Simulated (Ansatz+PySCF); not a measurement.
## doublet NO: levels of theory in one basis

```json
{"atom": "N", "x (Å)": "0.0000", "y (Å)": "0.0000", "z (Å)": "-0.6093"}
{"atom": "O", "x (Å)": "0.0000", "y (Å)": "0.0000", "z (Å)": "0.5331"}
```

Basis set: def2-SVP (spherical functions). Left uncorrelated: 2 orbitals. Correlation on ROHF uses semicanonical orbitals with singles. Charge 0, multiplicity 2.

Computed with Ansatz (development build ahead of 0.2.0); each method stands on the lowest determinant of its kind that the runs found. NEVPT2 correlates all electrons. Active spaces start from the frontier orbitals, and the lowest solution found is given.

```json
{"method": "ROHF", "E − E(ROHF) (eV)": "0.00", "<S²> of the determinant": "0.75"}
{"method": "UHF", "E − E(ROHF) (eV)": "-0.18", "<S²> of the determinant": "0.79"}
{"method": "ROHF-MP2", "E − E(ROHF) (eV)": "-8.92", "<S²> of the determinant": "–"}
{"method": "UHF-MP2", "E − E(ROHF) (eV)": "-8.77", "<S²> of the determinant": "0.79"}
{"method": "ROHF-CCSD", "E − E(ROHF) (eV)": "-9.02", "<S²> of the determinant": "–"}
{"method": "UHF-CCSD", "E − E(ROHF) (eV)": "-9.03", "<S²> of the determinant": "0.79"}
{"method": "ROHF-CCSD(T)", "E − E(ROHF) (eV)": "-9.33", "<S²> of the determinant": "–"}
{"method": "UHF-CCSD(T)", "E − E(ROHF) (eV)": "-9.33", "<S²> of the determinant": "0.79"}
{"method": "CASSCF(11,8)", "E − E(ROHF) (eV)": "-3.26", "<S²> of the determinant": "–"}
{"method": "SC-NEVPT2(3,3)", "E − E(ROHF) (eV)": "-8.90", "<S²> of the determinant": "–"}
{"method": "SC-NEVPT2(11,8)", "E − E(ROHF) (eV)": "-8.46", "<S²> of the determinant": "–"}
```

Problem. What does CASSCF(3,3) give on the same scale?

Solution. -1.08 eV.

Problem. Is a single determinant a sound starting point here?

Solution. By this sign, yes. Unrestricted orbitals gain 0.18 eV and <S²> is 0.79 against 0.75 for a pure state. The CASSCF(11,8) natural occupations are 2.00, 1.99, 1.98, 1.98, 1.93, 1.02, 0.08, 0.03. The CASSCF(3,3) natural occupations are 1.91, 1.00, 0.09.
